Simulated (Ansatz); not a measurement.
**Cu, pressure series**

Consider Cu in the fcc (Cu type) structure (space group Fm-3m, No. 225; a = 3.564 Å).

Cell and atoms are relaxed at each pressure.

Computed with PBEsol (Ansatz, a quantum-chemistry and plane-wave program, PAW, no spin-orbit coupling).

```tsv
pressure (GPa)	volume per atom (Å³/atom)
-2	11.455
0	11.315
3	11.123
7	10.895
15	?
30	9.944
50	9.387
75	8.867
100	8.465
```

Fit the third-order Birch–Murnaghan form P(V) = (3B₀/2)[(V₀/V)^(7/3) − (V₀/V)^(5/3)]·[1 + (3/4)(B₀′ − 4)((V₀/V)^(2/3) − 1)] (squares taken in P) to the rows shown and predict the withheld row.

Least squares on the printed values gives V₀ = 11.314 Å³/atom, B₀ = 170 GPa, B₀′ = 4.8; this predicts 10.509 Å³/atom, and the run gives 10.508 Å³/atom, in agreement.

Measured bulk modulus of Cu: 144.3 GPa (static lattice; corrected from measurement; as listed in Daniel Mejia-Rodriguez, S. B. Trickey, Phys. Rev. B (2018)); the computed value is 18 % above it.

Load acts through the strain it causes; cell and atoms are relaxed under it. Stability against distortions was not tested. No other phases were tried under pressure. The final runs are not spin-polarised.
